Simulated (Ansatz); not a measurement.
Tetradymite Bi2Te3, treated with r²SCAN-D4 in Ansatz (PAW).

Numerical settings: plane-wave cutoff 500 eV, 10×10×10 k mesh, gaussian smearing 0.02 eV, scalar-relativistic PAW data made under PBE.

Computed at the level's own relaxed cell.

Q: What does this level give for the equilibrium volume per atom, lattice parameter a, c axis length and band gap?

A: 
* **equilibrium volume per atom**: 35.34 Å³/atom
* **lattice parameter a**: 4.402 Å
* **c axis length**: 31.591 Å
* **band gap**: 0.74 eV (on the SCF k mesh)

Measured, for comparison: lattice constant a 4.386 Å, lattice parameter c 30.497 Å (temperature not stated, no zero-point or thermal correction; as tabulated in Luo et al. (2012), arXiv:1308.1523). Computed (rounded) less measured: lattice constant a +0.4 %, lattice parameter c +3.6 %.

Spin–orbit coupling is not included; with these elements it can move the gap by several tenths of an eV or more.

Computed values are for the static lattice.

The result took roughly 6 core-minutes.

Ansatz is a first-principles code.
